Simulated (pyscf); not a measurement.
`[NH2][SiH3]` + `[F][SiH3]` → `[NH2][SiH2][F]` + `[SiH4]` (four-centre exchange; singlet surface; N–Si, H–Si broken, N–Si, H–Si formed). PySCF, gas phase, ωB97X-D3(BJ)/def2-SVP geometries. Energies in kcal/mol from the separated reactants.

| level | barrier | reaction energy |
|---|---|---|
| ωB97X-D3(BJ)/def2-TZVP | 15.8 | -7.9 |
| r²SCAN/def2-TZVP | … | … |
| B3LYP-D3(BJ)/def2-TZVP | 19.6 | -7.9 |
| M06-2X/def2-TZVP | … | -7.8 |
| ωB97M-D3(BJ)/def2-TZVP | 18.2 | -8.1 |
| HF/def2-TZVP | 36.5 | -7.0 |

Question: Fill in the missing entries.

Answer: 
- r²SCAN/def2-TZVP, barrier: 16.3
- r²SCAN/def2-TZVP, reaction energy: -8.3
- M06-2X/def2-TZVP, barrier: 18.8

The functionals in the table span 3.8 kcal/mol in this barrier, from ωB97X-D3(BJ) to B3LYP-D3(BJ). On the reactant side the descent ends in a complex (not fully relaxed), 4.0 kcal/mol under the separated species and 19.8 kcal/mol under the saddle at ωB97X-D3(BJ)/def2-TZVP. This is the saddle that the search found; another between the same sides may lie lower.
